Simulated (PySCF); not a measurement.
# A search over the determinants of NaN⁺

Unrestricted PBE0; PySCF, no relativity, basis sets Na def2-SVP, N def2-SVP. Outer shells of the fragments: Na+ closed shells only; N 2s2 2p3.

Followed along the bond (rough minima from three points):

| 2Ms+1 | unpaired | ⟨S²⟩ at the start | R at minimum (Å) | Te (eV) |
| --- | --- | --- | --- | --- |
| 4 | σ ↑, π ↑↑ | 3.75 | 2.69 | 0.00 |
| 2 | σ ↑, π ↑↓ | 1.75 | 2.71 | 1.22 |

Solutions found at the starting distance of 2.330 Å, counted from the lowest of them; the search is not exhaustive and high or unbound solutions are not listed, so other states can lie among these:

```csv
2Ms+1,unpaired,term,E (eV),⟨S²⟩,⟨Lz²⟩,μ (D)
4,"σ ↑, π ↑↑",⁴Σ⁻,0.00,3.75,0.00,-3.52
2,"σ ↑, π ↑↓",mixed,1.22,1.75,2.01,-3.55
2,"σ ↓, π ↑↑",mixed,1.22,1.75,0.00,-3.57
2,π ↑,²Π,2.78,0.75,1.00,-3.56
2,σ ↑,mixed,3.14,0.75,2.00,-3.48
2,π ↑,²Π,3.49,0.75,1.00,-3.48
```

A term symbol is given only where ⟨S²⟩ and ⟨Lz²⟩ are close to those of a pure state; real π, δ and φ orbitals otherwise mix terms. A positive dipole points towards N; it is taken about the centre of mass and depends on that origin.
